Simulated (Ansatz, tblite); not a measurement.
Spin states of the cluster PS2, each relaxed with PBE-D4/def2-TZVP in Ansatz. Electronic energies in the gas phase.

The xTB rows come from tblite. B3LYP takes the VWN-RPA correlation. Correlated methods freeze 15 core orbitals. In CCSD on the charge 0 quartet the largest single amplitude is 0.18, so its Hartree–Fock determinant may place the open shell otherwise than the density functionals do. The structure comes from a short search, and lower isomers may exist.

Doublet geometry (C2v within 0.1 Å):

Cartesian coordinates in Å:
```
P -0.099 0.508 -0.096
S 1.097 -0.320 -1.375
S -0.998 -0.189 1.471
```

Quartet geometry (C2v within 0.1 Å):

```xyz
3

P     0.259    0.647   -0.432
S     1.033   -0.057    1.311
S    -1.292   -0.590   -0.878
```

⟨S²⟩: doublet 0.76 at PBE0-D4/def2-TZVP (pure 0.75), quartet 3.77 at PBE0-D4/def2-TZVP (pure 3.75).

Only these spin states were relaxed.

```
             level  quartet − doublet (kcal/mol)  lowest of these                                  remarks
          GFN1-xTB                          74.0          doublet                                        –
          GFN2-xTB                          44.3          doublet                                        –
          HF/6-31G                          -2.1          quartet  spin-contaminated (⟨S²⟩ 0.95) (doublet)
  PBE-D4/def2-TZVP                          47.7          doublet                                        –
    B3LYP-D4/6-31G                          31.0          doublet                                        –
PBE-QIDH/def2-TZVP                          46.5          doublet                                        –
     MP2/def2-TZVP                          56.3          doublet                                        –
    MP2/def2-TZVPP                          56.4          doublet                                        –
```

The xTB methods have no spin-polarisation term.
